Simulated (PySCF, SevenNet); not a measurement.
For rock-salt KCl, the machine-learned potential SevenNet-l3i5 (trained on PBE and PBE+U data) gives:

```
Quantity                Value
-------------------  --------
lattice parameter a   6.388 Å
bulk modulus         14.5 GPa
```

Question: What does Hartree–Fock (GTH pseudopotentials, Gaussian basis; PySCF) give for the same quantities?

Answer: 
- lattice constant a: 6.511 Å (goes up by 1.9 %)
- bulk modulus: 15.3 GPa (increases by 5.5 %)

For comparison: lattice constant a 6.248 Å (measured, low temperature, zero-point motion not removed; as tabulated in Doll and Stoll (1997), arXiv:cond-mat/9707218); bulk modulus 19.7 GPa (measured, 4 K, zero-point motion not removed; as tabulated in Doll and Stoll (1997), arXiv:cond-mat/9707218).

Changes are worked out from the printed values.

Unless a cell is named, each level is at its own relaxed cell (SevenNet-l3i5 32.59, Hartree–Fock 34.50 Å³/atom).
